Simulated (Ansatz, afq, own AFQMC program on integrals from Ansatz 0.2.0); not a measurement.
**BNH2, triplet in cc-pVDZ, levels against CCSDT(Q)**

```yaml
atoms:
  - { symbol: B, position_ang: [0.0000, 0.0000, 1.1918] }
  - { symbol: N, position_ang: [0.0000, 0.0000, -0.7332] }
  - { symbol: H, position_ang: [0.0000, -0.8409, -1.2967] }
  - { symbol: H, position_ang: [0.0000, 0.8409, -1.2967] }
```

Connectivity, by distances: B–NH2.

Basis cc-pVDZ. Only valence electrons are correlated. Integrals, coupled cluster, full CI and functionals: Ansatz 0.2.0; the random walks run on the same integrals in our own AFQMC program. The CISD trial takes its coefficients from CCSD amplitudes. Released means that phaseless walkers are propagated on without the constraint, phases kept. Error bars are statistical, one sigma.

Determinant: UHF, the one that the program's search chose, which needn't be the lowest solution. The geometry is a point of a scan.

No full CI on the walks' own integrals is used here; CCSDT(Q) serves as the reference and is uncertain by about the last step of the cluster series.

Cautions: lower spins were not checked; higher spins were not checked; an unrestricted solution with more broken spin lies lower (36 meV, ⟨S²⟩ 2.18); raised T1 diagnostic (T1 0.040, weight of the determinant 0.87, largest double 0.06).

The T1 diagnostic is 0.0400. The weight of the determinant in the CISD state is 0.871 and the ⟨S²⟩ of the determinant is 2.013. The size of the correlated space is 10 electrons in 36 orbitals.

Reference: CCSDT(Q), correlation energy -6.872 eV. The released energy is read at 0.99 1/Eh, later times being too noisy (meV from the phaseless value at times in 1/Eh: 2 ± 21 at 0.24, -17 ± 19 at 0.51, -27 ± 27 at 0.99, -88 ± 42 at 1.62, -45 ± 84 at 2.40).

| level | E − E(reference) (kJ/mol) | share of correlation (%) |
| --- | --- | --- |
| HF | 663.0 | 0.00 |
| MP2 | 92.2 | 86.10 |
| CCSD | 32.9 | 95.03 |
| CCSD(T) | 8.1 | 98.78 |
| CCSDT | 3.6 | 99.46 |
| ph-AFQMC/HF | 3.9 ± 5.6 | 99.42 |
| ph-AFQMC/CISD | 5.5 ± 1.9 | 99.18 |
| released AFQMC | 2.8 ± 2.6 | 99.57 |

A walk keeps the symmetry of its determinant, which the program's search chose and which needn't be the lowest solution, so a lower state of the same spin and another symmetry isn't excluded. Released energies are given only where the last usable release times agree within the noise; a slower fall can still hide under it.
